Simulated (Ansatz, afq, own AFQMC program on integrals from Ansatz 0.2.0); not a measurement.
**AlH3, quintet: AFQMC among the cluster methods**

```xyz
4

Al    0.0000    0.0744   -0.0956
H     0.0000   -1.3724   -0.7540
H     0.4207   -0.3098    1.6570
H    -0.4207   -0.3098    1.6570
```

Basis cc-pVDZ. Noble-gas cores (and the filled d shells of Ga–Kr and In–Xe) are frozen. Integrals, coupled cluster, full CI and functionals: Ansatz 0.2.0; the random walks run on the same integrals in our own AFQMC program. ph-AFQMC/CISD is guided by a CISD state made of CCSD amplitudes; releasing the constraint for a short imaginary time cuts its bias at the price of noise, slowly where states lie close. ± is one standard error of the sampling.

Determinant: UHF, the one that the program's search chose, which needn't be the lowest solution. The geometry is a PBE0/def2-TZVP stationary point of this or a neighbouring charge and spin state.

Full CI on the same integrals is exact in this basis and with this determinant's frozen core.

Cautions: another spin lies lower (by 7.40 eV).

```
T1 diagnostic                               : 0.0172
weight of the determinant in the CISD state : 0.950
⟨S²⟩ of the determinant                     : 6.001
size of the correlated space                : 6 electrons in 28 orbitals
```

Reference: full CI, correlation energy -1.770 eV. The released energy is read at 2.40 1/Eh (meV from the phaseless value at times in 1/Eh: -0.2 ± 0.4 at 0.24, -1.3 ± 0.4 at 0.51, -6 ± 4 at 0.99, -2.2 ± 0.5 at 1.62, -2.3 ± 0.4 at 2.40).

| level | E − E(reference) (mEh) | share of correlation (%) |
| --- | --- | --- |
| HF | 65.03 | 0.00 |
| MP2 | 17.75 | 72.71 |
| CCSD | 1.39 | 97.87 |
| CCSD(T) | 0.44 | 99.32 |
| CCSDT | 0.04 | 99.94 |
| CCSDT(Q) | 0.01 | 99.99 |
| CCSDTQ | 0.00 | 100.00 |
| ph-AFQMC/CISD | 0.12 ± 0.02 | 99.82 |
| released AFQMC | 0.03 ± 0.02 | 99.95 |

CCSDT and higher add their correlation energy to the determinant of the CCSD(T) run, since their own runs factorise the integrals more tightly (a shift of under 2 meV). A walk keeps the symmetry of its determinant, which the program's search chose and which needn't be the lowest solution, so a lower state of the same spin and another symmetry isn't excluded. Released energies are given only where the last usable release times agree within the noise; a slower fall can still hide under it.
